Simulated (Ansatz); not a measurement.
# Strength of the C–C bond: C4H10 → C3H7 + CH3

Species: C4H10 `CC(C)C`, singlet; C3H7 (methylethyl) `C[CH]C`, doublet; CH3 `[CH3]`, doublet. 

Shapes, held fixed at every level: PBE0-D4/def2-TZVP. Programs: Ansatz 0.2.0. The zero-point and thermal change to 298 K, harmonic and unscaled (PBE0-D4/def2-TZVP), is -26.9 kJ/mol.

| level | kind | ΔH(298 K) (kJ/mol) | less CCSD(T)/CBS estimate |
| --- | --- | --- | --- |
| PBE-D4/def2-TZVPP | GGA | +356.9 | -14.2 |
| PBE0-D4/def2-TZVPP | global hybrid | +354.0 | -17.1 |
| r2SCAN0-D4/def2-TZVPP | global hybrid | +328.1 | -43.0 |
| wB97X-V/def2-TZVPP | range-separated hybrid | +368.9 | -2.2 |
| MP2/def2-SVP | perturbation theory | +383.4 | +12.3 |
| MP2/def2-TZVPP | perturbation theory | +385.4 | +14.3 |
| CCSD(T)/def2-SVP | coupled cluster or CI | +366.1 | -5.0 |
| CCSD(T)/CBS estimate | coupled cluster or CI | +371.1 | 0.0 |

The highest level, CCSD(T)/CBS estimate, gives ΔH(298 K) = +371.1 kJ/mol; the levels span +328.1 to +385.4. The column of differences is taken from that level and isn't an error. No measured value is set beside it here. Open shells run unrestricted unless RO is named. The CBS estimate extrapolates MP2 from def2-TZVPP and def2-QZVPP and adds CCSD(T) − MP2 in the triple-zeta set, cores frozen.
